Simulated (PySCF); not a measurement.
# From one method to the next for Si2 (triplet)

Starting from one script, swap the method and compare what comes out for Si2 (triplet).

Method: each script names its method and basis; program: PySCF 2.14.0.

2 further runs of the same task are left out: 2 that didn't finish.

### 1 The starting structure

Si2 (triplet): 2 atoms, charge 0, spin multiplicity 3.

Bond lengths: Si1–Si2 2.007 Å.

### 2 Base script

File input.py:

```python
from pyscf import gto, dft

mol = gto.M(
    atom='Si 0 0 0; Si 0 0 2.007',
    basis='sbkjc',
    ecp={'Si': 'sbkjc'},
    charge=0,
    spin=2,
    verbose=4,
)
mf = dft.UKS(mol, xc='x3lyp')
mf = mf.density_fit(auxbasis='def2-universal-jkfit')
mf.kernel()
mf.mulliken_pop()
mf.dip_moment()
print('orbital energies (hartree):', [e[max(0, n-3):n+3].round(4) for e, n in zip(mf.mo_energy, mol.nelec)])
```

Launch:

```bash
> OMP_NUM_THREADS=1 python input.py
```

Its log is not repeated here.

Base result: E(SCF) = -7.550014 Eh, 7 cycles, ⟨S²⟩ = 2.003, μ = 0.00 D.

The bond length is a typed value, not an optimised one. The triplet is typed in the script; nothing here shows that it is the ground state.

### 3 Gradient

Run 1 changes step after the SCF: analyze → gradient.

File input.py:

```python
from pyscf import gto, dft

mol = gto.M(
    atom='Si 0 0 0; Si 0 0 2.007',
    basis='sbkjc',
    ecp={'Si': 'sbkjc'},
    charge=0,
    spin=2,
    verbose=4,
)
mf = dft.UKS(mol, xc='x3lyp')
mf = mf.density_fit(auxbasis='def2-universal-jkfit')
mf.kernel()
g = mf.nuc_grad_method()
g.grid_response = True
g.kernel()
mf.dip_moment()
print('orbital energies (hartree):', [e[max(0, n-3):n+3].round(4) for e, n in zip(mf.mo_energy, mol.nelec)])
```

Launch:

```bash
> OMP_NUM_THREADS=1 python input.py
```

### 4 MP2 (UHF)

Run 2 changes step after the SCF: analyze → mp2; SCF type: UKS → UHF; functional: x3lyp → none (Hartree–Fock).

Changes to input.py since step 2:

```diff
@@ -1,2 +1,2 @@
-from pyscf import gto, dft
+from pyscf import gto, scf, mp
 
@@ -10,6 +10,6 @@
 )
-mf = dft.UKS(mol, xc='x3lyp')
+mf = scf.UHF(mol)
 mf = mf.density_fit(auxbasis='def2-universal-jkfit')
 mf.kernel()
-mf.mulliken_pop()
+mp.MP2(mf).kernel()
 mf.dip_moment()
```

### 5 M06l

Run 3 changes functional: x3lyp → m06l.

Changes to input.py since step 2:

```diff
@@ -10,3 +10,3 @@
 )
-mf = dft.UKS(mol, xc='x3lyp')
+mf = dft.UKS(mol, xc='m06l')
 mf = mf.density_fit(auxbasis='def2-universal-jkfit')
```

### 6 Blyp

Run 4 changes functional: x3lyp → blyp.

Changes to input.py since step 2:

```diff
@@ -10,3 +10,3 @@
 )
-mf = dft.UKS(mol, xc='x3lyp')
+mf = dft.UKS(mol, xc='blyp')
 mf = mf.density_fit(auxbasis='def2-universal-jkfit')
```

**Question.** What will these runs give? Wanted: for each run, E(SCF); from base; gap, α spin; after the SCF.

**Answer**, as computed:

```tsv
run	E(SCF) (hartree)	from base (eV)	cycles	gap, α spin (eV)	after the SCF
base	-7.550014	0	7	4.28	n/a
gradient	-7.550014	0.0000	7	4.28	n/a
MP2 (UHF)	-7.323790	not comparable	8	8.73	MP2 correlation -2.022 eV
m06l	-7.552636	not comparable	16	3.36	n/a
blyp	-7.536689	not comparable	7	2.94	n/a
```

The α-spin gap between the frontier levels is 2.9 eV with blyp (0 % exact exchange) and 4.3 eV with x3lyp (22 %): exact exchange opens it. A lower total energy from another functional means nothing by itself.
